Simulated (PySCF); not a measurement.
Job for PySCF: R-HF/3-21G on CH6O2 (a complex).

```python
from pyscf import gto, scf, dft, mp
from pyscf.data.elements import chemcore

mol = gto.M(
    atom='''
    O    -1.30801461    0.45421850   -0.00376453
    H    -0.34374561    0.42174650   -0.00341053
    C    -1.76944361   -0.88123350    0.00450847
    H    -2.85572961   -0.84984650    0.00364547
    H    -1.44741861   -1.44071750   -0.87702053
    H    -1.44848061   -1.42941250    0.89350147
    O     2.63256739    0.32407150   -0.00021653
    H     3.07177139    0.71222350   -0.76008853
    H     3.07045139    0.72667550    0.75287347
    ''',
    basis='3-21g',
    charge=0, spin=0, verbose=3, max_memory=1800)
mf = scf.RHF(mol)
mf.conv_tol = 1e-8
mf.max_cycle = 100
mf.kernel()
if not mf.converged:
    mf = mf.newton().run(mf.mo_coeff, mf.mo_occ)
```

Problem. What total energy does the run end on?

Solution. -189.9878 hartree.
